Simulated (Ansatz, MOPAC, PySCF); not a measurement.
Species: vinyl fluoride, C2H3F, net charge 0, singlet state. SMILES: C=CF
Geometry from a B3LYP-D3(BJ)/def2-TZVP (Ansatz, a first-principles code) optimisation:
```xyz
6

C      0.0048     0.4339    -0.0020
C      1.1838    -0.1536     0.0049
F     -1.1460    -0.2672    -0.0028
H     -0.1758     1.5010    -0.0077
H      1.2800    -1.2303     0.0104
H      2.0778     0.4520     0.0052
```

PM7 beside other levels, property by property. Set-up: no dispersion term unless named; six Cartesian d functions in 6-31G* and its kin unless marked 5d; open shells spin-unrestricted; LANL2DZ all-electron up to Ne; no spin-orbit coupling; frozen cores in correlated levels; PM7 with its own dispersion and hydrogen-bond terms; non-relativistic. CBS marks a two-point X^-3 extrapolation of the correlation energy; Hartree-Fock from the larger set. The bracket is a focal-point correction in the basis named. First-principles rows: single points at B3LYP-D3(BJ) geometries (Ansatz), with unscaled harmonic terms from B3LYP/6-31G* at its own minima, enthalpies of formation by atomisation with measured atoms. Semi-empirical rows: MOPAC heats of formation at their own minima for 298 K, the proton's as measured; dipoles at the shared geometry. Sets without +, aug- or the D of def2-TZVPD hold no diffuse functions, which anions need.

Measured values: Active Thermochemical Tables 1.112 (ions: stationary electron), as tabulated in the package chemicals; Active Thermochemical Tables 1.112 (ions: stationary electron), as tabulated in the package chemicals; G2/97 table in ASE (Curtiss et al.); NIST CCCBDB, as tabulated in the package chemicals; they hold spin-orbit and core effects, anharmonicity. Coupled cluster (Ansatz) is a level with limits of its own, used here on species with T1 under 0.025 (0.045 for open shells) and stable references: RI-MP2/CBS(aug-cc-pVTZ,aug-cc-pVQZ)+[CCSD(T)-MP2]/aug-cc-pVTZ.

```
property                                                                       PM7 (MOPAC)  PBE/6-31G* (Ansatz)  BP86/def2-SVP (PySCF)  B3LYP/LANL2DZ (Ansatz)        to compare with
-----------------------------------------------------------------------------  -----------  -------------------  ---------------------  ----------------------  ---------------------
C-F bond dissociation enthalpy at 298 K, to [CH]=C (C2H3) + F atom (kcal/mol)        108.5                132.2                  130.6                   108.4         124.6 measured
size of the dipole moment (D)                                                         1.52                 1.09                   1.18                    1.84          1.43 measured
enthalpy of formation at 298 K (kcal/mol)                                            -32.3                -52.5                  -57.9                    -4.1         -34.1 measured
deprotonation enthalpy (C-H bond) at 298 K, to C=[C-]F + H+ (kcal/mol)               380.2                410.3                  402.3                   395.9  390.6 coupled cluster
deprotonation enthalpy (C-H bond) at 298 K, to [CH-]=CF + H+ (kcal/mol)              393.3                412.7                  404.5                   402.7  393.4 coupled cluster
```

As the rows show:
- C-F bond dissociation enthalpy at 298 K, to [CH]=C (C2H3) + F atom: PM7 lies 16.1 kcal/mol below the measured value.
- size of the dipole moment: PM7 lies 0.09 D above the measured value.
- enthalpy of formation at 298 K: PM7 lies 1.8 kcal/mol above the measured value.
- deprotonation enthalpy (C-H bond) at 298 K, to C=[C-]F + H+: PM7 lies 10.4 kcal/mol below coupled cluster.
- deprotonation enthalpy (C-H bond) at 298 K, to [CH-]=CF + H+: PM7 lies 0.1 kcal/mol below coupled cluster.

The properties are those with a value to compare with, at most eight drawn at random. No case is left out for the size of its miss. Left out are saddle points of the reference geometry, anions that the best level run finds unbound, excited spin states, species near biochemistry, cases with under five habitual levels, runs that failed or whose electronic state is in doubt, and table entries that another table contradicts.
